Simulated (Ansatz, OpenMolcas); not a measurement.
Heat of formation of CH5Si (SMILES C[SiH2]) from total energies

CH5Si has 7 atoms, charge 0, and is taken as a doublet. As SMILES, `C[SiH2]`. The shape is that of a PBE0-D4/def2-TZVP optimisation.

Total energies at UBLYP/aug-cc-pVDZ (OpenMolcas 26.06); the atoms run unrestricted:

```tsv
species	state	energy (Eh)
CH5Si	doublet	-330.513975
C	triplet	-37.840849
Si	triplet	-289.373882
H	doublet	-0.497007
```

Harmonic wavenumbers at UPBE0-D4/def2-TZVP, in cm⁻¹: 182, 521, 560, 702, 834, 881, 928, 1268, 1443, 1447, 2188, 2211, 3046, 3126, 3146.

Measured heats of formation of the gaseous atoms at 298.15 K, in kJ/mol: C 716.9, Si 450.0, H 218.0. Spin-orbit lowering of the atoms at 298 K (mean of the ground term's levels less their thermal mean, from spectra), in kJ/mol: C 0.02, Si 0.44. Take 1 Eh = 2625.50 kJ/mol, 1 cm⁻¹ = 0.0119627 kJ/mol, RT = 2.479 kJ/mol.

**Question.** Work out the heat of formation of the gas at 298 K.

**Answer.** 
1. Electronic atomisation energy: (-37.840849) + (-289.373882) + 5 × (-0.497007) − (-330.513975) = 0.814209 Eh = 2137.7 kJ/mol.
2. Zero-point energy: half the sum of the wavenumbers, 11241.5 cm⁻¹ = 134.5 kJ/mol.
3. Thermal vibrational enthalpy, Σ hcν̃/(exp(hcν̃/kT) − 1): 3.4 kJ/mol. Translation, rotation and pV of a non-linear molecule: 4 RT = 9.9 kJ/mol.
4. The 7 free atoms carry 5/2 RT each: 43.4 kJ/mol.
5. Spin-orbit coupling lowers the free atoms by 0.02 + 0.44 = 0.5 kJ/mol.
6. Atomisation enthalpy at 298 K: 2137.7 − 0.5 − 134.5 − 3.4 − 9.9 + 43.4 = 2032.8 kJ/mol.
7. Sum of the atoms' heats of formation: 2256.9 kJ/mol. Heat of formation: 2256.9 − 2032.8 = +224.1 kJ/mol.

No measured value is set beside it here. Anharmonicity and any spin-orbit splitting of the molecule are left out.
